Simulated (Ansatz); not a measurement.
Cost and result for the atomization energy of C$_{2}$H$_{2}$FN (`N=C=CF`) (6 atoms, 5 bonds).

Cartesian coordinates in Å:
```
N 0.9526 1.2660 -0.2813
C 0.1948 0.3360 -0.0532
C -0.7213 -0.5568 0.2247
F -0.6684 -1.2856 1.3538
H 1.7906 1.0179 -0.8095
H -1.5483 -0.7774 -0.4344
```

The species carries charge 0 and has multiplicity 1. All single points use the PBE0-D4/def2-TZVP geometry. It is one conformer, not always the lowest. Program: Ansatz. All runs use 2 threads of an Intel Xeon 6975P-C on a shared host. Times are those of one run each, without the atoms' runs, and a repeat can differ threefold. Electronic energies, without spin–orbit coupling; frozen cores. CCSD(T)/CBS adds CCSD(T) − MP2 in def2-TZVPP to the MP2 limit, and its time is that of the two runs behind it. T1 = 0.014. B3LYP takes the VWN-RPA correlation (the form of Gaussian; ORCA's B3LYP/G). HSE06 is the plane-wave form, built on full-range PBE exchange.

CCSD(T)/CBS is a level of theory with its own doubt, some kJ/mol a heavy atom from the limit and from the frozen cores, so smaller differences don't rank the functionals.

| level | functions | wall time |
| --- | --- | --- |
| revPBE-D4/def2-TZVPP | 152 | 0.75 s |
| BLYP-D4/def2-TZVPP | 152 | 0.85 s |
| PBE0-D4/def2-TZVPP | 152 | 0.9 s |
| HSE06-D4/def2-TZVPP | 152 | 0.95 s |
| CCSD(T)/def2-SVP | 66 | 0.95 s |
| B3LYP-D4/def2-TZVPP (with forces) | 152 | 1.1 s |
| CAM-B3LYP-D4/def2-TZVPP | 152 | 1.1 s |
| r2SCANh-D4/def2-TZVPP | 152 | 1.3 s |
| PBE-QIDH/def2-TZVPP | 152 | 1.9 s |
| B2PLYP/def2-TZVPP | 152 | 1.9 s |
| MP2/def2-QZVPP | 288 | 5.5 s |
| CCSD(T)/def2-TZVPP | 152 | 8.5 s |
| CCSD(T)/CBS(def2) | – | 14 s |

(1) What atomization energy does each give, and how far from CCSD(T)/CBS? (Estimate.)

Results:

(1) The calculation gave: 
```tsv
level	atomization (kcal/mol)	difference from CCSD(T)/CBS	per bond
revPBE-D4/def2-TZVPP	598.6	16.4	3.3
BLYP-D4/def2-TZVPP	601.2	19.0	3.8
PBE0-D4/def2-TZVPP	593.3	11.1	2.2
HSE06-D4/def2-TZVPP	594.2	12.0	2.4
CCSD(T)/def2-SVP	549.0	-33.2	-6.6
B3LYP-D4/def2-TZVPP (with forces)	590.3	8.1	1.6
CAM-B3LYP-D4/def2-TZVPP	590.9	8.7	1.7
r2SCANh-D4/def2-TZVPP	580.2	-2.0	-0.4
PBE-QIDH/def2-TZVPP	579.0	-3.2	-0.6
B2PLYP/def2-TZVPP	582.5	0.3	0.1
MP2/def2-QZVPP	594.1	11.9	2.4
CCSD(T)/def2-TZVPP	563.5	-18.7	-3.7
CCSD(T)/CBS(def2)	582.2	0.0	0.0
```

From r2SCAN to r2SCAN0 (25 % exact exchange), in def2-TZVPP and without D4, the atomization energy moves by −20.4 kcal/mol: exact exchange takes away binding that semilocal exchange gives to molecules. In def2-TZVPP, CCSD(T) changes the Hartree–Fock value by +184.6 kcal/mol (the triples alone add +14.8 kcal/mol) and MP2 by +204.1 kcal/mol; breaking electron pairs costs correlation energy, which Hartree–Fock lacks. The D4 term adds +2.8 kcal/mol with B3LYP and +1.4 kcal/mol with PBE0; it sums over pairs of atoms, weighted by their polarisabilities, and B3LYP, whose exchange is more repulsive, gets the larger term.
